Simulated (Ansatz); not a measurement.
The same path of ClH$_{3}$Si (5 atoms, charge 0, multiplicity 1) was run twice with different band settings. Lost on the way: Si1–Cl2, Si1–H3. Made: Cl2–H3.

Method: Ansatz, RKS PBE0/cc-pVDZ.

Relaxed end points:

```xyz
5
Properties=species:S:1:pos:R:3
Si 0.285 0.000 0.085
Cl 0.677 0.000 2.134
H 1.592 0.000 -0.637
H -0.501 1.227 -0.242
H -0.501 -1.227 -0.242
```

```xyz
5
Properties=species:S:1:pos:R:3
Si -0.246 0.000 -0.786
Cl 1.344 0.000 1.302
H 2.473 0.000 0.667
H -1.010 1.109 -0.043
H -1.010 -1.109 -0.043
```

Common settings: spring 5.0 eV/Å²; optimiser quadratic models (default); start path through a guess of the saddle point; force threshold 0.05 eV/Å; iteration limit 60; end points relaxed.

| run | movable images | climbing image |
| --- | --- | --- |
| 1 | 7 | yes |
| 2 | 4 | no |

What does each run give, and how far can it be trusted?

Run 1: converged after 10 iterations, highest image 3.042 eV above the first end. Neighbouring images differ by up to 1.2 eV, so the band resolves the path poorly. A vibrational analysis at the climbing image gives one clearly imaginary mode, 328i cm⁻¹: a first-order saddle point.
Run 2: converged after 8 iterations, highest image 3.028 eV above the first end. Neighbouring images differ by up to 1.7 eV, so the band resolves the path poorly. No image climbed, so the highest image needn't sit at the top of the path.
The orbitals stay closed-shell, which can raise the energy where a bond breaks towards radicals; this wasn't checked here.
